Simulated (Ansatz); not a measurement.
# NH (triplet): from Hartree-Fock to the top rungs, aug-cc-pVTZ

How much of the correlation energy of NH (triplet) does each wave-function method recover here?

Method: aug-cc-pVTZ, core rule «outside noble gas», up to 1 orbitals frozen; program: Ansatz 0.2.0, Gaussian basis.

To be run: UHF; CCSD(T) on ROHF; CCSD(T) on UHF; BCCD(T) on ROHF; CCSDT(Q) on ROHF; CCSDT(Q) on UHF; CASSCF and MRCISD+Q, 6 electrons in 5 orbitals; CASSCF and NEVPT2, 6 electrons in 5 orbitals.

17 further runs of the same task are left out: 8 that didn't finish, 9 set aside as unsound or not needed.

## (1) The geometry

The geometry is a PBE0/def2-TZVPD stationary point (not a proven minimum) of the parent state, kept for this charge and spin.

2 atoms, charge 0, spin multiplicity 3.

Atoms are counted from 1 here; the program's logs count them from 0.

Bond lengths: N1–H2 1.037 Å.

## (2) UHF

File in.yaml:

```yaml
crystal:
  periodic: [false, false, false]
  atoms:
    - {symbol: N, position_ang: [0.000000, 0.000000, 0.000000]}
    - {symbol: H, position_ang: [0.000000, 0.000000, 1.036583]}
basis:
  gaussian: {orbitals: aug-cc-pVTZ}
magnetization: {spin_polarized: true, initial_magnetization: 2}
hamiltonian: {xc: hf}
output: {orbitals: {seedname: orbitals}}
```

Command:

```sh
ansatz run in.yaml --threads 1 --pin off --events-out ev --progress --plain --max-ram 2393MiB
```

Further steps of the session: CCSD(T) on ROHF; CCSD(T) on UHF; BCCD(T) on ROHF; CCSDT(Q) on ROHF; CCSDT(Q) on UHF; CASSCF and MRCISD+Q, 6 electrons in 5 orbitals; CASSCF and NEVPT2, 6 electrons in 5 orbitals.

Before running them: what should the planned runs give, taken together? Wanted: UCCSDT(Q) below the RHF energy; RMP2 from UCCSDT(Q); UMP2 from UCCSDT(Q); RCCSD from UCCSDT(Q); RCCSD(T) from UCCSDT(Q); UCCSD(T) from UCCSDT(Q); RCCSDT(Q) from UCCSDT(Q); NEVPT2 valence from UCCSDT(Q); MRCISD+Q valence from UCCSDT(Q).

As calculated:

| quantity | value |
| --- | --- |
| UCCSDT(Q) below the RHF energy | -4.6535 eV |
| RMP2 from UCCSDT(Q) | +61.0 kJ/mol |
| UMP2 from UCCSDT(Q) | +62.2 kJ/mol |
| RCCSD from UCCSDT(Q) | +13.2 kJ/mol |
| RCCSD(T) from UCCSDT(Q) | +1.8 kJ/mol |
| UCCSD(T) from UCCSDT(Q) | +1.6 kJ/mol |
| RCCSDT(Q) from UCCSDT(Q) | +0.2 kJ/mol |
| NEVPT2 valence from UCCSDT(Q) | +66.8 kJ/mol |
| MRCISD+Q valence from UCCSDT(Q) | +2.5 kJ/mol |
| levels within 1 kcal/mol (43 meV) | RCCSD(T), UCCSD(T), BCCD(T), RCCSDT, UCCSDT, RCCSDT(Q), MRCISD+Q valence |
| T1 diagnostic | 0.020 |
| effectively unpaired electrons | 2.01 |

What this shows: RCCSD(T) lands +1.8 kJ/mol from the yardstick (0.4 % of the correlation energy). One determinant dominates. Of the multireference levels listed MRCISD+Q valence comes nearest in total energy (+2.5 kJ/mol), which doesn't show that its space is the better one. These misses are within one basis, not against nature; the frozen cores of restricted and unrestricted runs differ, which can shift their rows.
